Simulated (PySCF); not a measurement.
Below is a simulated gas-phase C 1s photoelectron spectrum of `CC1=C[C@@H]1C`.

Every computed line was given a Gaussian of 0.8 eV full width at half maximum and an area set by the number of equivalent atoms; the highest printed point is 100. Theory: delta-SCF UKS SCAN, pcX-2 on the ionised atom, pcseg-1 elsewhere, spin-free X2C in PySCF 2.14.0.

binding energy (eV), intensity and a bar:
```
    288.8          0 
    288.9          0 
    289.0          1 
    289.1          1 
    289.2          3 #
    289.3          5 ##
    289.4         10 ###
    289.5         17 #####
    289.6         26 ########
    289.7         38 ###########
    289.8         52 ###############
    289.9         66 ####################
    290.0         79 ########################
    290.1         89 ###########################
    290.2         97 #############################
    290.3        100 ##############################
    290.4         99 ##############################
    290.5         95 ############################
    290.6         88 ##########################
    290.7         79 ########################
    290.8         70 #####################
    290.9         60 ##################
    291.0         52 ################
    291.1         43 #############
    291.2         35 ###########
    291.3         27 ########
    291.4         20 ######
    291.5         14 ####
    291.6          9 ###
    291.7          5 ##
    291.8          3 #
    291.9          1 
    292.0          1 
    292.1          0 
    292.2          0
```

Question: Count the maxima, the lines and the sites behind this envelope.

Answer: The curve has 1 maximum (at 290.3 eV). Under it lie 5 lines from 5 inequivalent carbon sites. At this width some lines have no maximum of their own.

Question: Decompose the envelope and assign each component. Numbering: `[CH3:1][C:2]1=[CH:3][C@@H:4]1[CH3:5]`.

Answer: 
| position (eV) | relative area | line | atoms | environment |
| --- | --- | --- | --- | --- |
| 289.99 | 1 | C 1s | C3 | alkene CH carbon |
| 290.13 | 1 | C 1s | C5 | methyl carbon |
| 290.48 | 1 | C 1s | C2 | fully substituted alkene carbon |
| 290.52 | 1 | C 1s | C4 | allylic carbon |
| 291.06 | 1 | C 1s | C1 | allylic carbon |

Question: What are the centre and the root-mean-square width of the whole band?

Answer: The area-weighted mean of the lines is 290.44 eV. Their own spread about it is 0.37 eV (rms) and each Gaussian has σ = 0.8/2.355 = 0.34 eV; the variances add, which gives 0.50 eV.

Lowest listed C 1s: C3, bonded to C (double bond), C and H. Highest, 1.07 eV above it: C1, bonded to C and 3 H. The widest gap between neighbouring values is 0.54 eV, between 290.52 and 291.06 eV. Summing the Pauling electronegativity differences to the bonded atoms, each weighted by its formal bond order, gives -0.35 for the lowest site and -1.05 for the highest; the largest sum, 0.00, belongs to C2, 0.58 eV below the top. The smallest sum, -1.05, belongs to C5, 0.14 eV above the lowest. The values 290.48 and 290.52 eV lie too close for their order to be trusted.

Shake-up satellites, vibrational structure and lifetime widths aren't simulated. Spin contamination (⟨S²⟩ against 0.75 for a pure doublet) is marked for C 1s of C2 (0.86), which makes this value less certain. Geometry: GFN2-xTB; no solvent, vibrations or thermal averaging.
